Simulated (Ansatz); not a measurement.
Born–Oppenheimer molecular dynamics of C₂H₅S (8 atoms, charge 1, multiplicity 1). It starts at the highest image of a converged band. Of that band: Neighbouring images differ by up to 2.3 eV, so the band resolves the path poorly. A vibrational analysis at the climbing image gives one clearly imaginary mode, 1179i cm⁻¹, and a faint second one (35i cm⁻¹) that may be numerical noise or a soft torsion: probably a first-order saddle point.

Method: RKS BLYP/def2-SVP (Ansatz 0.2.0).

```
ensemble                      : NVE (velocity Verlet)
time step                     : 0.5 fs
steps asked                   : 200
starting velocities drawn for : 300 K
seed                          : 4791
```

Frames 2.5 fs apart, positions in Å, forces in eV/Å.

Velocities at 0.0 fs (Å/ps):

```
C -0.93 -1.52 -2.96
S 1.65 0.01 -0.85
C -1.74 -2.29 -1.32
H -4.63 5.03 19.76
H -20.69 27.84 41.05
H -2.14 -8.77 -0.84
H 7.28 21.20 11.34
H -0.48 -0.22 6.64
```

```xyz
8
Properties=species:S:1:pos:R:3:forces:R:3 time_fs=0.0 energy_less_start_eV=0.000 T=300
C -1.056 1.410 -0.834 0.00 -0.01 0.00
S 0.308 0.361 -0.877 0.01 0.01 0.01
C 0.723 -0.685 0.621 -0.01 -0.01 -0.01
H -0.823 0.023 -1.731 0.00 0.00 0.00
H -1.564 1.459 0.164 0.00 0.00 0.00
H 0.899 0.033 1.448 0.01 0.00 0.00
H 1.643 -1.245 0.364 0.00 0.00 0.00
H -0.129 -1.356 0.845 0.00 0.01 0.01
8
Properties=species:S:1:pos:R:3:forces:R:3 time_fs=2.5 energy_less_start_eV=0.137 T=126
C -1.059 1.407 -0.839 -0.91 0.42 1.83
S 0.312 0.361 -0.879 0.04 -0.03 0.35
C 0.718 -0.691 0.617 -0.05 0.33 0.13
H -0.838 0.034 -1.685 -0.24 -0.12 -0.26
H -1.603 1.525 0.242 1.01 -0.35 -1.89
H 0.893 0.014 1.448 -0.06 0.25 0.15
H 1.663 -1.196 0.390 0.18 -0.39 -0.18
H -0.130 -1.357 0.860 0.03 -0.11 -0.13
8
Properties=species:S:1:pos:R:3:forces:R:3 time_fs=5.0 energy_less_start_eV=0.112 T=157
C -1.066 1.405 -0.836 -0.44 0.39 1.28
S 0.316 0.361 -0.880 -0.25 -0.07 0.44
C 0.714 -0.694 0.615 0.47 0.52 0.35
H -0.865 0.039 -1.653 -0.28 -0.04 -0.30
H -1.587 1.571 0.218 0.77 -0.47 -1.40
H 0.884 0.008 1.456 -0.14 0.18 0.03
H 1.692 -1.169 0.407 -0.20 -0.36 -0.17
H -0.129 -1.365 0.868 0.07 -0.15 -0.23
8
Properties=species:S:1:pos:R:3:forces:R:3 time_fs=7.5 energy_less_start_eV=0.112 T=157
C -1.075 1.405 -0.828 1.35 -0.44 -1.83
S 0.320 0.360 -0.881 -0.76 -0.13 0.32
C 0.712 -0.696 0.614 0.86 0.65 0.56
H -0.909 0.043 -1.638 -0.15 0.28 -0.14
H -1.530 1.591 0.123 -0.72 -0.04 1.61
H 0.867 0.013 1.465 -0.16 -0.04 -0.14
H 1.709 -1.162 0.413 -0.52 -0.19 -0.10
H -0.124 -1.381 0.862 0.10 -0.08 -0.28
8
Properties=species:S:1:pos:R:3:forces:R:3 time_fs=10.0 energy_less_start_eV=0.114 T=155
C -1.078 1.403 -0.828 1.72 -0.96 -2.44
S 0.322 0.360 -0.881 -0.93 -0.31 0.20
C 0.714 -0.694 0.616 0.57 0.69 0.54
H -0.962 0.064 -1.632 -0.14 0.71 -0.01
H -1.512 1.608 0.113 -0.98 0.08 2.12
H 0.840 0.016 1.467 -0.08 -0.10 -0.04
H 1.698 -1.168 0.414 -0.24 -0.16 -0.10
H -0.113 -1.401 0.840 0.08 0.04 -0.27
8
Properties=species:S:1:pos:R:3:forces:R:3 time_fs=12.5 energy_less_start_eV=-0.030 T=341
C -1.073 1.397 -0.838 0.19 -0.82 0.80
S 0.323 0.359 -0.880 -0.51 -0.55 0.23
C 0.718 -0.688 0.620 0.07 0.66 0.25
H -1.025 0.128 -1.627 -0.50 1.28 -0.03
H -1.542 1.626 0.208 0.45 -0.55 -1.22
H 0.809 0.013 1.468 0.05 -0.01 0.27
H 1.673 -1.183 0.408 0.29 -0.15 -0.10
H -0.098 -1.419 0.802 -0.05 0.14 -0.20
8
Properties=species:S:1:pos:R:3:forces:R:3 time_fs=15.0 energy_less_start_eV=-0.331 T=732
C -1.067 1.385 -0.846 -0.06 -1.87 1.68
S 0.323 0.357 -0.879 0.25 -0.73 0.43
C 0.723 -0.679 0.626 0.15 0.66 0.05
H -1.121 0.271 -1.624 -1.30 2.23 -0.21
H -1.553 1.615 0.244 0.73 -0.53 -2.22
H 0.781 0.010 1.484 0.15 -0.11 0.37
H 1.664 -1.206 0.397 0.28 0.13 0.02
H -0.086 -1.429 0.752 -0.19 0.21 -0.11
8
Properties=species:S:1:pos:R:3:forces:R:3 time_fs=17.5 energy_less_start_eV=-1.564 T=2316
C -1.060 1.365 -0.846 1.07 -3.00 1.06
S 0.323 0.353 -0.878 0.58 -0.81 0.25
C 0.729 -0.667 0.632 0.32 0.71 0.15
H -1.293 0.545 -1.636 -1.81 2.45 -1.01
H -1.525 1.575 0.158 -0.14 0.19 -0.74
H 0.762 -0.001 1.520 0.20 -0.38 0.16
H 1.669 -1.221 0.388 -0.04 0.52 0.17
H -0.085 -1.425 0.696 -0.18 0.32 -0.04
8
Properties=species:S:1:pos:R:3:forces:R:3 time_fs=20.0 energy_less_start_eV=-2.875 T=4005
C -1.047 1.330 -0.841 2.60 -3.41 -1.14
S 0.324 0.349 -0.876 -0.16 -0.35 -0.86
C 0.737 -0.652 0.639 -0.31 0.51 0.29
H -1.567 0.955 -1.714 -0.63 1.51 -1.42
H -1.511 1.548 0.042 -1.71 1.19 2.92
H 0.754 -0.034 1.566 0.18 -0.36 -0.07
H 1.673 -1.206 0.387 -0.02 0.58 0.12
H -0.093 -1.403 0.638 0.05 0.32 0.15
8
Properties=species:S:1:pos:R:3:forces:R:3 time_fs=22.5 energy_less_start_eV=-3.101 T=4290
C -1.026 1.279 -0.841 -2.92 -0.29 -1.65
S 0.325 0.343 -0.875 0.05 -0.01 -1.52
C 0.743 -0.634 0.648 -1.05 0.23 0.15
H -1.859 1.451 -1.845 3.20 -0.16 2.23
H -1.577 1.580 0.062 0.19 -0.05 0.51
H 0.757 -0.086 1.609 0.07 0.03 -0.06
H 1.677 -1.158 0.393 0.28 0.25 -0.06
H -0.099 -1.363 0.589 0.19 0.00 0.39
8
Properties=species:S:1:pos:R:3:forces:R:3 time_fs=25.0 energy_less_start_eV=-1.738 T=2544
C -1.017 1.227 -0.848 -5.00 3.50 0.80
S 0.326 0.338 -0.878 0.71 0.07 -1.55
C 0.743 -0.615 0.657 -0.90 0.01 -0.05
H -1.981 1.939 -1.865 3.36 -2.19 2.00
H -1.637 1.611 0.120 1.57 -1.32 -1.55
H 0.764 -0.136 1.648 -0.08 0.44 -0.04
H 1.696 -1.095 0.396 0.23 0.00 -0.12
H -0.095 -1.325 0.563 0.09 -0.51 0.50
8
Properties=species:S:1:pos:R:3:forces:R:3 time_fs=27.5 energy_less_start_eV=-1.176 T=1818
C -1.032 1.191 -0.852 -3.72 4.50 0.99
S 0.328 0.332 -0.883 0.71 0.36 -1.34
C 0.740 -0.596 0.665 -0.33 -0.30 -0.12
H -1.905 2.301 -1.768 2.60 -3.04 1.26
H -1.613 1.568 0.096 1.04 -1.37 -1.03
H 0.766 -0.161 1.684 -0.18 0.60 -0.28
H 1.727 -1.031 0.393 -0.25 -0.02 0.02
H -0.085 -1.315 0.567 0.13 -0.73 0.49
```

Of the whole run (100 fs, mean temperature of the second half 2652 K): The conserved energy stayed within 2.5 meV per atom of its start (net change -0.89 meV per atom), so the integration is sound. The system heated up, since it started high on the potential surface and ran downhill. A run of 0.1 ps of so small a system gives no equilibrium averages. The orbitals stay closed-shell, which can raise the energy where a bond breaks towards radicals; this wasn't checked here. Limits of this set-up: the dipole of an ion depends on the origin.

Time of the run: 5.4 min on 1 thread of Intel(R) Xeon(R) Processor @ 2.70GHz, with other jobs on the host, peak memory 0.13 GiB.
